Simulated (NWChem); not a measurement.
System: N2 cation, doublet

NWChem printed, in part:

```
             Northwest Computational Chemistry Package (NWChem) 7.3.0
             --------------------------------------------------------

 ORDER OF PRIMARY AXIS IS BEING SET TO 4
 D4H symmetry detected

                             Geometry "geometry" -> ""
                             -------------------------

 Output coordinates in angstroms (scale by  1.889725989 to convert to a.u.)

  No.       Tag          Charge          X              Y              Z
 ---- ---------------- ---------- -------------- -------------- --------------
    1 N                    7.0000     0.00000000     0.00000000    -0.55848600
    2 N                    7.0000     0.00000000     0.00000000     0.55848600

 Effective nuclear repulsion energy (a.u.)      23.2142660702

      Symmetry information
      --------------------

 Group name             D4h
 Group number             28
 Group order              16
 No. of unique centers     1

  pbe96 is a nonlocal functional; adding pw91lda local functional.

                                 NWChem DFT Module
                                 -----------------

 Summary of "ao basis" -> "ao basis" (spherical)
 ------------------------------------------------------------------------------
       Tag                 Description            Shells   Functions and Types
 ---------------- ------------------------------  ------  ---------------------
 N                          def2-svp                 6       14   3s2p1d

      Symmetry analysis of basis
      --------------------------

        a1g         6
        a1u         0
        a2g         0
        a2u         6
        b1g         1
        b1u         1
        b2g         1
        b2u         1
        eg          6
        eu          6

            General Information
            -------------------
          SCF calculation type: DFT
          Wavefunction type:  spin polarized.
          No. of atoms     :     2
          No. of electrons :    13
           Alpha electrons :     7
            Beta electrons :     6
          Charge           :     1
          Spin multiplicity:     2
          Use of symmetry is: on ; symmetry adaption is: on
          Maximum number of iterations: 150
          AO basis - number of functions:    28
                     number of shells:    12
          Convergence on energy requested:  1.00D-06
          Convergence on density requested:  1.00D-05
          Convergence on gradient requested:  5.00D-04

              XC Information
              --------------
          PerdewBurkeErnzerhof Exchange Functional  1.000
            Perdew 1991 LDA Correlation Functional  1.000 local
           PerdewBurkeErnz. Correlation Functional  1.000 non-local

             Grid Information
             ----------------
          Grid used for XC integration:  medium
          Radial quadrature: Mura-Knowles
          Angular quadrature: Lebedev.
          Tag              B.-S. Rad. Rad. Pts. Rad. Cut. Ang. Pts.
          ---              ---------- --------- --------- ---------
          N                   0.65       49           5.0       434
          Grid pruning is: on
          Number of quadrature shells:    49
          Spatial weights used:  Erf1

      Superposition of Atomic Density Guess
      -------------------------------------

 Sum of atomic energies:        -108.48836318

 Renormalizing density from      14.00 to     13

      Non-variational initial energy
      ------------------------------

 Total energy =    -103.550001
 1-e energy   =    -179.312088
 2-e energy   =      52.547821
 HOMO         =      -0.955966
 LUMO         =      -0.513672

   Symmetry analysis of molecular orbitals - initial alpha
   -------------------------------------------------------

 !! scf_movecs_sym_adapt:    4 vectors were symmetry contaminated

  Symmetry fudging

 !! scf_movecs_sym_adapt:    4 vectors were symmetry contaminated

  Numbering of irreducible representations:

     1 a1g         2 a1u         3 a2g         4 a2u         5 b1g
     6 b1u         7 b2g         8 b2u         9 eg         10 eu

  Orbital symmetries:

     1 a1g         2 a2u         3 a1g         4 a2u         5 eu
     6 eu          7 a1g         8 eg          9 eg         10 a2u
    11 a1g        12 eu         13 eu         14 a1g        15 a2u
    16 eg         17 eg

   Symmetry analysis of molecular orbitals - initial beta
   ------------------------------------------------------

 !! scf_movecs_sym_adapt:    4 vectors were symmetry contaminated

  Symmetry fudging

 !! scf_movecs_sym_adapt:    4 vectors were symmetry contaminated

  Numbering of irreducible representations:

     1 a1g         2 a1u         3 a2g         4 a2u         5 b1g
     6 b1u         7 b2g         8 b2u         9 eg         10 eu

  Orbital symmetries:

     1 a1g         2 a2u         3 a1g         4 a2u         5 eu
     6 eu          7 a1g         8 eg          9 eg         10 a2u
    11 a1g        12 eu         13 eu         14 a1g        15 a2u
    16 eg         17 eg

     ---------------------------------------------
      Total Density - Mulliken Population Analysis
     ---------------------------------------------

    Atom       Charge   Shell Charges
 -----------   ------   -------------------------------------------------------
    1 N    7     6.50   1.99  1.25  0.45  2.02  0.74  0.05
    2 N    7     6.50   1.99  1.25  0.45  2.02  0.74  0.05

     --------------------------------------------
      Spin Density - Mulliken Population Analysis
     --------------------------------------------

    Atom       Charge   Shell Charges
 -----------   ------   -------------------------------------------------------
    1 N    7     0.50   0.00  0.05  0.09  0.32  0.04  0.00
    2 N    7     0.50   0.00  0.05  0.09  0.32  0.04  0.00

   convergence    iter        energy       DeltaE   RMS-Dens  Diis-err
 ---------------- ----- ----------------- --------- --------- ---------
 d= 0,ls=0.0,diis     1   -108.7463203119 -1.32D+02  5.14D-03  5.28D-02
                                                     5.63D-03  4.55D-02
 d= 0,ls=0.0,diis     2   -108.7579701224 -1.16D-02  9.66D-04  5.88D-04
                                                     1.74D-03  1.13D-03
 d= 0,ls=0.0,diis     3   -108.7582879779 -3.18D-04  2.91D-04  2.09D-04
                                                     2.53D-04  1.39D-04
 d= 0,ls=0.0,diis     4   -108.7583589206 -7.09D-05  6.74D-05  1.79D-06
                                                     3.53D-05  1.13D-06
 d= 0,ls=0.0,diis     5   -108.7583596960 -7.75D-07  9.51D-06  1.12D-07
                                                     1.76D-05  1.28D-07
 d= 0,ls=0.0,diis     6   -108.7583597618 -6.58D-08  2.76D-07  8.23D-11
                                                     5.14D-07  1.01D-10

         Total DFT energy =     -108.758359761788
      One electron energy =     -187.333828755942
           Coulomb energy =       68.499284425557
    Exchange-Corr. energy =      -13.138081501622
 Nuclear repulsion energy =       23.214266070219

 Numeric. integr. density =       13.000000300849

                  Occupations of the irreducible representations
                  ----------------------------------------------

                     irrep           alpha         beta
                     --------     --------     --------
                     a1g               3.0          2.0
                     a1u               0.0          0.0
                     a2g               0.0          0.0
                     a2u               2.0          2.0
                     b1g               0.0          0.0
                     b1u               0.0          0.0
                     b2g               0.0          0.0
                     b2u               0.0          0.0
                     eg                0.0          0.0
                     eu                2.0          2.0

                    DFT Final Alpha Molecular Orbital Analysis
                    ------------------------------------------

 Vector    5  Occ=1.000000D+00  E=-8.387201D-01  Symmetry=eu
              MO Center= -4.0D-14,  4.0D-14,  5.7D-16, r^2= 8.2D-01
   Bfn.  Coefficient  Atom+Function         Bfn.  Coefficient  Atom+Function
  ----- ------------  ---------------      ----- ------------  ---------------
     5     -0.347918  1 N  py                19     -0.347918  2 N  py
     4      0.344585  1 N  px                18      0.344585  2 N  px
     8      0.146012  1 N  py                22      0.146012  2 N  py
     7     -0.144613  1 N  px                21     -0.144613  2 N  px

 Vector    6  Occ=1.000000D+00  E=-8.387201D-01  Symmetry=eu
              MO Center= -3.1D-14, -3.0D-14, -1.7D-17, r^2= 8.2D-01
   Bfn.  Coefficient  Atom+Function         Bfn.  Coefficient  Atom+Function
  ----- ------------  ---------------      ----- ------------  ---------------
     4      0.347918  1 N  px                18      0.347918  2 N  px
     5      0.344585  1 N  py                19      0.344585  2 N  py
     7     -0.146012  1 N  px                21     -0.146012  2 N  px
     8     -0.144613  1 N  py                22     -0.144613  2 N  py

 Vector    7  Occ=1.000000D+00  E=-8.382537D-01  Symmetry=a1g
              MO Center=  7.0D-14, -9.8D-15, -1.2D-15, r^2= 1.2D+00
   Bfn.  Coefficient  Atom+Function         Bfn.  Coefficient  Atom+Function
  ----- ------------  ---------------      ----- ------------  ---------------
     6      0.481504  1 N  pz                20     -0.481504  2 N  pz
     3      0.230897  1 N  s                 17      0.230897  2 N  s
     2      0.209072  1 N  s                 16      0.209072  2 N  s
     9     -0.154298  1 N  pz                23      0.154298  2 N  pz
     1      0.092513  1 N  s                 15      0.092513  2 N  s

[...]
```

Level: PBE/def2-SVP, spin-unrestricted. The geometry was optimised at B3LYP/6-31G* (spherical d), spin-unrestricted. No stability test was run on the SCF state.

Reconstruct the input file.

Several could match; the one computed here: the input that was run:
```
start job
memory heap 200 mb stack 900 mb global 1100 mb
charge 1
geometry units angstroms noautoz
  N      0.000000     0.000000    -0.558486
  N      0.000000     0.000000     0.558486
end
basis spherical
  N library def2-svp
end
dft
  odft
  mult 2
  xc xpbe96 cpbe96
  iterations 150
  mulliken
end
task dft energy
```
